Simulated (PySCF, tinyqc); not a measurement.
Worked calculation (part 2 of 2): G0W0 on RHF in the sto-3g basis, for BH, spin multiplicity 1. The lowest restricted solution is unstable here: a spin-polarised one lies 0.0116 hartree lower (PySCF). Computed by tinyqc, a small Python program that keeps every step (integrals from PySCF). Command: `OMP_NUM_THREADS=1 python tinyqc.py 29475 29476 out.jsonl` (the two numbers bound the seeds that draw the settings). One thread of a shared host (Intel(R) Xeon(R) Processor @ 2.60GHz), about 0.08 s of CPU time with the checks.

Geometry (angstrom):
```
atom         x         y         z
B     0.000000  0.000000  0.000000
H     0.000000  0.000000  1.191000
```

## G0W0 on Hartree-Fock: LUMO

orbital energies (hartree): MO1 -7.337325, MO2 -0.585653, MO3 -0.245715, MO4 0.270259, MO5 0.270259, MO6 0.739642

Two-electron integrals over orbitals (pq|rs), unique and non-zero (hartree):
```
(11|11) 2.890482    (21|11) -0.226486   (21|21) 0.029542    (22|11) 0.598155
(22|21) -0.000486   (22|22) 0.591715    (31|11) -0.217961   (31|21) 0.023245
(31|22) -0.019607   (31|31) 0.034498    (32|11) 0.085132    (32|21) -0.008179
(32|22) -0.073510   (32|31) 0.003048    (32|32) 0.062717    (33|11) 0.695778
(33|21) -0.015877   (33|22) 0.415394    (33|31) 0.004213    (33|32) 0.049263
(33|33) 0.570915    (41|41) 0.021705    (42|41) 0.018979    (42|42) 0.059482
(43|41) 0.018716    (43|42) 0.042956    (43|43) 0.064100    (44|11) 0.741986
(44|21) -0.008791   (44|22) 0.461290    (44|31) -0.007461   (44|32) 0.042838
(44|33) 0.507393    (44|44) 0.586773    (51|51) 0.021705    (52|51) 0.018979
(52|52) 0.059482    (53|51) 0.018716    (53|52) 0.042956    (53|53) 0.064100
(54|54) 0.031630    (55|11) 0.741986    (55|21) -0.008791   (55|22) 0.461290
(55|31) -0.007461   (55|32) 0.042838    (55|33) 0.507393    (55|44) 0.523513
(55|55) 0.586773    (61|11) 0.144073    (61|21) -0.023617   (61|22) -0.012976
(61|31) -0.005593   (61|32) 0.012138    (61|33) 0.023751    (61|44) 0.004152
(61|55) 0.004152    (61|61) 0.029526    (62|11) -0.186254   (62|21) 0.003232
(62|22) 0.005303    (62|31) 0.011348    (62|32) -0.051899   (62|33) -0.035304
(62|44) -0.091323   (62|55) -0.091323   (62|61) 0.004946    (62|62) 0.122005
(63|11) 0.085288    (63|21) -0.004325   (63|22) -0.054496   (63|31) 0.007170
(63|32) 0.053065    (63|33) 0.076548    (63|44) 0.038386    (63|55) 0.038386
(63|61) 0.010891    (63|62) -0.052566   (63|63) 0.073058    (64|41) -0.011947
(64|42) -0.036878   (64|43) -0.014413   (64|64) 0.033124    (65|51) -0.011947
(65|52) -0.036878   (65|53) -0.014413   (65|65) 0.033124    (66|11) 0.676037
(66|21) -0.004223   (66|22) 0.583427    (66|31) -0.019200   (66|32) -0.062733
(66|33) 0.457087    (66|44) 0.477431    (66|55) 0.477431    (66|61) -0.008664
(66|62) 0.016535    (66|63) -0.042133   (66|66) 0.616208
```

excitation energies w (hartree): [0.612443, 0.612443, 0.979101, 0.979101, 1.100092, 1.565745, 7.650939, 7.650939, 8.135822]

X + Y:
```
             1          2          3          4          5          6         7         8
1>4  -0.000029  -0.006475  -0.010619   0.000056   0.000000   0.000000  0.000000  0.997154
1>5  -0.006475   0.000029  -0.000056  -0.010619   0.000000   0.000000  0.997154  0.000000
1>6   0.000000   0.000000   0.000000   0.000000  -0.005557  -0.001396  0.000000  0.000000
2>4  -0.001038  -0.235002   0.916299  -0.004802   0.000000   0.000000  0.000000  0.001127
2>5  -0.235002   0.001038   0.004802   0.916299   0.000000   0.000000  0.001127  0.000000
2>6   0.000000   0.000000   0.000000   0.000000   0.216836   0.901884  0.000000  0.000000
3>4   0.003972   0.899542   0.144301  -0.000756   0.000000   0.000000  0.000000  0.000664
3>5   0.899542  -0.003972   0.000756   0.144301   0.000000   0.000000  0.000664  0.000000
3>6   0.000000   0.000000   0.000000   0.000000   0.927762  -0.156722  0.000000  0.000000

            9
1>4  0.000000
1>5  0.000000
1>6  0.996374
2>4  0.000000
2>5  0.000000
2>6  0.000407
3>4  0.000000
3>5  0.000000
3>6  0.000657
```

W(p,q,m) = sqrt2 sum_ia (pq|ia) (X+Y)_ia,m; Sigma_c(x) = sum_(i,m) W^2/(x - e_i + w_m) + sum_(a,m) W^2/(x - e_a - w_m); solve x = e_p + Sigma_c(x) by Newton steps; Z = 1/(1 - dSigma/dx); 1 hartree = 27.211386 eV.

The 12 largest terms at x = e_p (hartree; W for the signs of X + Y given):
```
q  m          W       term
4  6  -0.124994  -0.009978
3  2   0.067097   0.003990
2  3   0.085561   0.003989
3  3   0.068464   0.003135
6  3  -0.050550  -0.001764
2  2   0.034703   0.000820
4  5   0.022328  -0.000453
1  3   0.028088   0.000092
3  8   0.026522   0.000086
2  8   0.026899   0.000085
1  8   0.030656   0.000062
1  2   0.017303   0.000036
```

Newton steps (hartree):
```
step         x  Sigma_c(x)         Z
0     0.270259    0.000028  0.983823
1     0.270286    0.000027  0.983823
```

quasiparticle energy of the LUMO = 7.354869 eV

Hartree-Fock value = 7.354129 eV
